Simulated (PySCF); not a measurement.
Atom-mapped SMILES (the numbers label the heavy atoms): `[cH:1]1[cH:2][cH:3][p:4][cH:5][cH:6]1`. Hydrogens are named by the atom that carries them.

All values are calculated (PySCF): shieldings: GIAO B97-2/pcSseg-2, PBE0-D3(BJ)/def2-TZVP structure. Non-relativistic, no solvent model, one conformer, equivalent nuclei averaged.

Scale: TMS for $^{13}$C (σ = 185.38 ppm), $^{1}$H (σ = 31.64 ppm); $^{31}$P (σ = 317.21 ppm) against H3PO4 (reference shieldings calculated alike).

```json
{"atoms": "C1", "nucleus": "$^{13}$C", "count": "1", "δ (ppm)": "135.0"}
{"atoms": "C2/C6", "nucleus": "$^{13}$C", "count": "2", "δ (ppm)": "140.3"}
{"atoms": "H(C1)", "nucleus": "$^{1}$H", "count": "1", "δ (ppm)": "?"}
{"atoms": "H(C2)/H(C6)", "nucleus": "$^{1}$H", "count": "2", "δ (ppm)": "8.19"}
{"atoms": "C3/C5", "nucleus": "$^{13}$C", "count": "2", "δ (ppm)": "165.2"}
{"atoms": "P4", "nucleus": "$^{31}$P", "count": "1", "δ (ppm)": "225.5"}
{"atoms": "H(C3)/H(C5)", "nucleus": "$^{1}$H", "count": "2", "δ (ppm)": "?"}
```

**Question.** Fill in the missing shifts.

**Answer.** 
- H(C3)/H(C5): 9.18 ppm, hydrogen on an aromatic CH; the ring current deshields protons in the ring plane
- H(C1): 7.75 ppm, hydrogen on an aromatic CH; ring-current deshielding

Shifts are as computed. Against solution values, carbons near 30 ppm lie about +3 ppm off and those near 130 ppm about +7 ppm. Of 1309 compounds with measured shifts, 239 miss one by over three times the rms of a fit or turn the order of signals round; such compounds aren't used in these exercises. Experimental scales use liquid or dissolved standards, which lie at an offset from isolated H3PO4.
